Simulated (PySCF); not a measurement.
## Electrostatic potential from atomic charges

Species: protonated cyanoacetylene cation, `C#CC#[NH+]`, charge +1. Coordinates (PBE0-D3(BJ)/def2-SVP, Å) and charges (e) from the PBE0/pcSseg-1 density (PySCF):

```
atom       x       y       z  Mulliken      IAO  Hirshfeld  ESP-fitted
  C1   1.384   0.829  -0.820   +0.0016  +0.0979    +0.1611     +0.0571
  C2   0.486   0.277  -0.212   +0.3557  -0.0766    +0.0263     -0.1967
  C3  -0.512  -0.337   0.465   +0.3876  +0.4095    +0.3020     +0.6989
  N4  -1.362  -0.860   1.041   -0.1983  -0.1184    +0.0552     -0.4151
  H5   2.184   1.322  -1.363   +0.1699  +0.2797    +0.1808     +0.3273
  H6  -2.111  -1.322   1.551   +0.2834  +0.4079    +0.2746     +0.5284
```

Points outside the species (Å): A (4.7, -1.2, -3.1); B (5.2, 3.8, -2.3); C (0.7, 3.7, 2.7).

**Question.** Find the potential V = 14.3996 V·Å × Σ q/r of each set of charges at these points.

**Answer.** In volts:

```
point  nearest atom  distance (Å)  Mulliken     IAO  Hirshfeld  ESP-fitted
    A            H5          3.96    +2.567  +2.527     +2.513      +2.527
    B            H5          4.01    +2.263  +2.292     +2.240      +2.308
    C            C2          4.50    +2.963  +2.791     +2.853      +2.776
```

**Question.** How far are the other sets from the ESP-fitted one at these points?

**Answer.** Root-mean-square difference: IAO 0.012 V, Hirshfeld 0.060 V, Mulliken 0.113 V. The ESP scheme fits charges at the nuclei, held to the total charge, to the electrostatic potential on points at 1.4 to 2.0 times the van der Waals radii.

**Question.** What energy would a point charge of +2 e have at C in the field of the ESP charges, leaving out polarisation?

**Answer.** +5.553 eV = +535.8 kJ/mol, a repulsion. The total charge alone, placed at the mean of the coordinates, would give +6.287 eV.

Isolated species at its PBE0-D3(BJ)/def2-SVP geometry, gas phase.
